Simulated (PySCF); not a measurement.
## Heteronuclear NMR

Bonds (- single, = double, # triple, : aromatic): F1-C2 1.354 Å, C2=C3 1.305 Å, C3-C4 1.464 Å, C4-C5 1.513 Å, C5-C3 1.465 Å. C2 carries H6; C4 carries H7, H8; C5 carries H9, H10.

Calculated, not measured (PySCF): couplings computed with B3LYP/pcJ-1 (spin–dipole term only in couplings to heteroatoms), GIAO PBE0/pcSseg-1 shieldings, coordinates at the GFN2-xTB level. One averaged value for each set of equivalent atoms, non-relativistic, single conformer, isolated molecule.

**Question.** Where does ¹⁹F resonate?

**Answer.** 
```
atoms       environment  σ (ppm)  δ (ppm)
   F1  vinylic fluorine    296.4   -121.5
```

Shieldings were converted by a linear fit to measured shifts: ¹⁹F (scatter 6.0 ppm rms, 7.0 ppm with the 5 outliers that the fit left out vs CFCl3, solution or neat liquid, with a term for F on sp3 carbon). Occasional misses reach two or three times the rms, and more in compound classes unlike the fitted ones. Couplings are scaled by factors fitted to measured values: ²J(H,H) × 0.95 (rms 1.3 Hz), ³J(H,H) × 0.92 (rms 0.5 Hz), ¹J(C,F) × 0.77 (rms 8.7 Hz), ²J(C,F) × 1.14 (rms 1.9 Hz, 10.1 with 1 outliers), ³J(C,F) × 1.46 (rms 1.5 Hz); all others are unscaled and can be 10–30 % off.

Couplings (the largest are listed; each averaged over equivalent pairs): ¹J(F1,C2) = -251.0 Hz, ²J(F1,H6) = 93.7 Hz, ²J(F1,C3) = 15.4 Hz, ³J(F1,C4) = 9.7 Hz, ³J(F1,C5) = 7.3 Hz.

On a 600 MHz spectrometer ¹⁹F resonates near 564.6 MHz, so 1 ppm is 564.6 Hz.
